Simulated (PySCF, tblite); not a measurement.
A set of runs on `[CH2]C#CC(C)=S` [radical]; the geometry of each is named by its level. Settings lines and outputs come from a driver script.

C5H5S (doublet state).
SMILES with atom numbers: `[CH2:1][C:2]#[C:3][C:4]([CH3:5])=[S:6]` (hydrogens: H7, H8 on C1; H9, H10, H11 on C5)

Step 1: GFN2-xTB geometry optimisation, gas phase (tblite 0.8.0) (from a force-field or distance-geometry start)
```json
{"job": {"kind": "relax", "xc": "GFN2-xTB", "basis": "xTB"}, "charge": 0, "multiplicity": 2}
```
```
step      E/eV     max force
  0    -444.93103    7.679
  1    -444.65529    9.731
  2    -445.31596    1.823
...
 36    -445.42899    0.016
 37    -445.42903    0.020
 38    -445.42907    0.020
 39    -445.42910    0.012
 40    -445.42911    0.008
```

Energy lowered by 11.5 kcal/mol over 40 steps; largest atomic force 0.008 eV/Å at the end. «max force» is the largest atomic force in eV/Å.

On one thread of an Arm Neoverse N1, shared host with 64 logical CPUs at a one-minute load of 59, this took 0.32 s of wall time.

Step 2: GFN2-xTB harmonic vibrations, gas phase (tblite 0.8.0) (on the GFN2-xTB geometry)
```json
{"job": {"kind": "ir", "xc": "GFN2-xTB", "basis": "xTB"}, "charge": 0, "multiplicity": 2}
```
```
(table of modes left out)
```

27 modes from -33 to 3105 cm⁻¹ (unscaled, harmonic, a negative number standing for an imaginary wavenumber); zero-point energy 47.9 kcal/mol from the real modes; the lowest is imaginary at this level.

On an Arm Neoverse N1 with one thread, no GPU, on a shared host, this took 0.44 s wall.

Step 3: PBE0-D3(BJ)/def2-SVP geometry optimisation, gas phase (PySCF 2.14.0) (from the GFN2-xTB geometry)
```json
{"job": {"xc": "PBE0", "basis": "def2-SVP", "d3": "d3bj", "grid": 1, "kind": "geom"}, "charge": 0, "multiplicity": 2}
```
```
step   0  E = -590.98128234  max force = 0.028815
step   1  E = -590.98382761  max force = 0.003271
step   2  E = -590.98388957  max force = 0.000851
step   3  E = -590.98389814  max force = 0.000686
step   4  E = -590.98390379  max force = 0.000545
step   5  E = -590.98390692  max force = 0.000233
optimisation converged
```

Final energy -590.98391 Eh after 5 steps; dipole 2.82 D. Energies in Eh; «max force» is the largest Cartesian gradient component in Eh/bohr.

On an Arm Neoverse N1 with one thread, no GPU, shared host with 64 logical CPUs at a one-minute load of 59, this took 71 s wall and 0.46 GiB of memory at its peak.

Final geometry (PBE0-D3(BJ)/def2-SVP):
```
atom  x, y, z in Å
C1     2.910   -0.134    0.083
C2     1.589    0.043    0.266
C3     0.365    0.222    0.451
C4    -0.991    0.418    0.642
C5    -1.957   -0.380   -0.193
S6    -1.508    1.502    1.802
H7     3.639    0.415    0.687
H8     3.290   -0.830   -0.671
H9    -2.052   -1.396    0.227
H10   -2.947    0.091   -0.178
H11   -1.602   -0.484   -1.229
```

 (This holds for the electronic-property runs.)
